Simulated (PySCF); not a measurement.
**Bond length, frequency and bond energy of LiH by level of theory**

State: ¹Σ⁺ (singlet), closed shell. Set-up: Li 6-311G(d,p), H 6-311G(d,p); no relativity (PySCF 2.14). De refers to Li + H in their ground configurations, without counterpoise correction. A positive dipole means Li(−)H(+).

```json
{"Level": "RHF", "Re (Å)": "1.607", "ωe (cm⁻¹)": "1431", "De (eV)": "1.47", "μ (D)": "-6.03"}
{"Level": "RHF-MP2", "Re (Å)": "1.594", "ωe (cm⁻¹)": "1441", "De (eV)": "2.10", "μ (D)": "n/a"}
{"Level": "RHF-SCS-MP2", "Re (Å)": "1.593", "ωe (cm⁻¹)": "1442", "De (eV)": "2.22", "μ (D)": "n/a"}
{"Level": "RHF-CCSD", "Re (Å)": "1.595", "ωe (cm⁻¹)": "1415", "De (eV)": "2.31", "μ (D)": "n/a"}
{"Level": "RHF-CCSD(T)", "Re (Å)": "1.595", "ωe (cm⁻¹)": "1415", "De (eV)": "2.31", "μ (D)": "n/a"}
{"Level": "PBE", "Re (Å)": "1.607", "ωe (cm⁻¹)": "1372", "De (eV)": "2.31", "μ (D)": "-5.62"}
{"Level": "BP86", "Re (Å)": "1.609", "ωe (cm⁻¹)": "1368", "De (eV)": "2.52", "μ (D)": "-5.71"}
{"Level": "TPSS", "Re (Å)": "1.598", "ωe (cm⁻¹)": "1402", "De (eV)": "2.56", "μ (D)": "-5.74"}
{"Level": "r²SCAN", "Re (Å)": "1.606", "ωe (cm⁻¹)": "1396", "De (eV)": "2.40", "μ (D)": "-5.86"}
{"Level": "B3LYP", "Re (Å)": "1.592", "ωe (cm⁻¹)": "1413", "De (eV)": "2.52", "μ (D)": "-5.70"}
{"Level": "PBE0", "Re (Å)": "1.600", "ωe (cm⁻¹)": "1405", "De (eV)": "2.28", "μ (D)": "-5.75"}
{"Level": "HSE06", "Re (Å)": "1.600", "ωe (cm⁻¹)": "1403", "De (eV)": "2.29", "μ (D)": "-5.76"}
```

Q: Which functional lies closest to RHF-CCSD(T) in De, which farthest, and by how much do they differ from it?

A: Closest is PBE (+1.2 pm in Re, -3.0 % in ωe, +0.00 eV in De against RHF-CCSD(T) in the same basis), farthest TPSS (+0.3 pm in Re, -0.9 % in ωe, +0.25 eV in De). CCSD(T) converges more slowly with the basis than the functionals do and binds too weakly in this one, so the order can change at the basis-set limit.

Q: What does a quarter of exact exchange do here, going from PBE to PBE0?

A: PBE0 less PBE: -0.7 pm in Re, +2.4 % in ωe, -0.03 eV in De. Exact exchange removes part of the self-interaction that spreads semilocal densities, and in most molecules shortens and stiffens the bond and lowers De; so it does here.

Q: What does the step from GGA to meta-GGA do here, going from PBE to r²SCAN?

A: r²SCAN less PBE: -0.1 pm in Re, +1.7 % in ωe, +0.09 eV in De. 

Measured (Huber and Herzberg, Constants of Diatomic Molecules (1979)): Re = 1.5957 Å, ωe = 1405.65 cm⁻¹.

Correlated steps freeze no core orbitals. Where the molecule has an RHF reference, its open-shell atoms are computed with UHF.
